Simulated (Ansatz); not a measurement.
Abridged output of a molecular run in Ansatz:

```
Functional definition: HF
580 factors; integrals over basis functions are off by at most 1.0e-3 eV
mean field evaluation 1: about -11975.6647 eV, gradient 3.0e1 eV
mean field evaluation 2: about -11975.6659 eV, gradient 3.0e1 eV
mean field evaluation 4: about -11979.2579 eV, gradient 2.2e0 eV
mean field evaluation 8: about -11979.3195 eV, gradient 2.1e-3 eV
mean field -11979.31948641 eV, -440.2318712512 hartree, gradient 2.0e-6 eV, S^2 0.754019; 0 other end points of the search recorded, 0 dependent functions left out
7 core orbitals not correlated: weight in the atoms' cores, before any rotation towards them, 1.000 or more for the frozen orbitals, at most 0.000 for the correlated occupied ones
reference -11979.31948641 eV, -440.2318712512 hartree; 10, 9 occupied and 44, 45 virtual orbitals, 580 factors
second order -12.37256525 eV of doubles, -0.00000000 eV of singles
cycle   1  -12.56727827 eV  change   -1.9e-1 eV  update   8.2e-2
cycle   2  -12.86373167 eV  change   -3.0e-1 eV  update   2.4e-2
cycle   3  -12.95237186 eV  change   -8.9e-2 eV  update   1.5e-2
cycle   4  -12.94860001 eV  change    3.8e-3 eV  update   4.4e-3
cycle   5  -12.94691971 eV  change    1.7e-3 eV  update   2.1e-3
cycle   6  -12.94734989 eV  change   -4.3e-4 eV  update   7.3e-4
cycle   7  -12.94733285 eV  change    1.7e-5 eV  update   2.8e-4
cycle   8  -12.94735401 eV  change   -2.1e-5 eV  update   1.1e-4
cycle   9  -12.94738706 eV  change   -3.3e-5 eV  update   4.9e-5
cycle  10  -12.94737811 eV  change    9.0e-6 eV  update   1.9e-5
perturbative correction -0.26594979 eV, -0.0097734746 hartree
Total energy: -11992.53281431 eV, -440.7174520953 hartree
Checks for a lower state left out: cluster_reference
```

Its atoms:

Z-matrix (Å, degrees):
```
Si
O 1 1.641
O 1 1.652 2 107.5
H 1 1.496 2 104.2 3 119.1
H 2 0.959 1 117.2 3 48.6
H 3 0.959 1 117.1 2 -159.0
```

(1) Which basis set was used?
A. def2-QZVPP
B. def2-SVP
C. cc-pV(T+d)Z
D. def2-TZVPPD

(2) Write the keys of the input that set method, charge and spin (a neutral closed shell needs none for the last two).

## Answers

(1) B. It gives 61 functions.

(2) 
```yaml
magnetization: {spin_polarized: true, initial_magnetization: 1}
correlation: {method: ccsd_t}
scf: {omitted_lower_state_checks: [cluster_reference]}
```
